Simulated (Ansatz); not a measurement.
The input, for Ansatz 0.2.0:

```yaml
crystal:
  periodic: [false, false, false]
  atoms:
    - {symbol: B, position_ang: [0.000000, -0.021607, 1.470453]}
    - {symbol: Al, position_ang: [0.000000, -0.021607, -0.769998]}
    - {symbol: H, position_ang: [0.000000, 1.836720, 2.703142]}
    - {symbol: H, position_ang: [0.000000, -1.026587, 2.137089]}
basis:
  gaussian: {orbitals: 6-31G}
magnetization: {spin_polarized: true, initial_magnetization: 0}
hamiltonian: {xc: {name: BHLYP}}
```

```sh
$ ansatz run in.yaml --threads 1 --pin off --events-out ev --progress --plain --max-ram 1536MiB
```

The program prints:

```
328 factors; integrals over basis functions are off by at most 2.6e-4 eV
mean field evaluation 1: about -7297.9111 eV, gradient 6.5e0 eV
mean field evaluation 2: about -7298.4481 eV, gradient 3.8e0 eV
mean field evaluation 4: about -7298.6839 eV, gradient 5.3e-1 eV
mean field evaluation 8: about -7298.6826 eV, gradient 2.5e-3 eV
mean field evaluation 16: about -7298.7288 eV, gradient 4.5e-1 eV
mean field evaluation 32: about -7298.7382 eV, gradient 3.9e-1 eV
mean field -7298.74397408 eV, -268.2238937809 hartree, gradient 2.5e-6 eV, S^2 0.308073; 6 other end points of the search recorded, 0 dependent functions left out
reference -7298.74411674 eV, -268.2238990239 hartree; 10, 10 occupied and 16, 16 virtual orbitals, 328 factors
Total energy: -7298.74411674 eV, -268.2238990239 hartree
```

Ran on 1 thread of Intel Xeon, shared host: 2.3 s wall, 0.11 GiB peak host memory.
